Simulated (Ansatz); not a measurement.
System: CH2, triplet: symmetric bend, bond length relaxed. Scanned: H-C-H angle. Other coordinates (C-H bond length) were minimised at PBE0/def2-TZVP.

Level of theory: full CI/def2-SVP, frozen core run with Ansatz (a first-principles code).

Scanned values (°): 170.61, 164.22, 154.99, 148.68, 140.64, 130.24, 124.78, 114.83, 108.79, 100.83, 93.19, 84.95, 78, 66.65.

Describe the profile: where are the wells and the tops?

Lower than their neighbours: 130.24° (0.000 eV). Higher than their neighbours: 170.61° (0.278 eV, end of the scan), 66.65° (2.434 eV, end of the scan). The whole profile spans 2.434 eV.

The scan ran from 180.0 to 60.0; beyond the range shown the relaxed coordinates jump or full CI changes its symmetry label.
